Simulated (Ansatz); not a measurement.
# SiH₃ radical: how energies converge with the basis set

Aim: see how fast density functionals and correlated methods converge with the basis set for SiH₃ radical.

Computed with Ansatz 0.2.0, Gaussian basis. Level: one geometry, several basis sets.

The runs, in order: PBE0-D4/def2-SVP; ωB97M-V/def2-SVP; PBE0-D4/def2-QZVPP; ωB97M-V/def2-QZVPP; CCSD(T)/cc-pV(D+d)Z; CCSD(T)/cc-pV(T+d)Z; CCSD(T)/cc-pV(Q+d)Z; the functionals' def2-TZVPP values are taken from earlier runs.

**1. The relaxed structure**

The geometry comes from an earlier relaxation with PBE0-D4 in a triple-zeta def2 set; it is a stationary point.

SMILES `[SiH3]`, 4 atoms, charge 0, spin multiplicity 2.

Atoms are counted from 1 here; the program's logs count them from 0.

Bond lengths: Si1–H2 1.486 Å, Si1–H3 1.486 Å, Si1–H4 1.486 Å. Angles: H2–Si1–H3 111.2°, H2–Si1–H4 111.2°, H3–Si1–H4 111.2°.

**2. PBE0-D4 in def2-SVP**

Input file in.yaml:

```yaml
crystal:
  periodic: [false, false, false]
  atoms:
    - {symbol: Si, position_ang: [0.293783, -0.026898, -0.164035]}
    - {symbol: H, position_ang: [0.559152, 0.665299, 1.123896]}
    - {symbol: H, position_ang: [-0.224040, -1.401646, 0.060133]}
    - {symbol: H, position_ang: [-0.628895, 0.763246, -1.019994]}
basis:
  gaussian: {orbitals: def2-SVP}
magnetization: {spin_polarized: true, initial_magnetization: 1}
hamiltonian: {xc: pbe0, dispersion: d4}
output: {orbitals: {seedname: orbitals}}
```

Launch:

```bash
$ ansatz run in.yaml --threads 2 --pin off --events-out ev --progress --plain --max-ram 20480MiB --backend cpu
```

Further steps of the session: ωB97M-V in def2-SVP; PBE0-D4 in def2-QZVPP; ωB97M-V in def2-QZVPP; CCSD(T) in cc-pV(D+d)Z; CCSD(T) in cc-pV(T+d)Z; CCSD(T) in cc-pV(Q+d)Z.

**Question.** What will the summary of the whole plan be? Wanted: MP2 correlation recovered, cc-pV(D+d)Z; MP2 correlation recovered, cc-pV(T+d)Z; MP2 correlation recovered, cc-pV(Q+d)Z; CCSD(T) limit from def2 sets; PBE0-D4: double and triple zeta above quadruple; ωB97M-V: double and triple zeta above quadruple.

As calculated:

```
                                                                 quantity          value
                                   MP2 correlation recovered, cc-pV(D+d)Z         72.5 %
                                   MP2 correlation recovered, cc-pV(T+d)Z         89.4 %
                                   MP2 correlation recovered, cc-pV(Q+d)Z         95.6 %
CCSD(T) limit from def2 sets (earlier runs) less the limit of this series        -23 meV
                          PBE0-D4: double and triple zeta above quadruple  3.06, 0.27 eV
                          ωB97M-V: double and triple zeta above quadruple  3.10, 0.26 eV
```

In words: For PBE0-D4 the step from double to triple zeta gains 2.79 eV and the next only 0.27 eV. Correlation climbs from 72 % (cc-pV(D+d)Z) to 96 % (cc-pV(Q+d)Z) of the limit; Hartree-Fock is 0.030 eV from its own by then. A limit from the def2 sets, made apart, differs by 23 meV, a least measure of the doubt on such a limit. These are total energies; as a rule much of such shifts cancels in differences, which this series doesn't test.
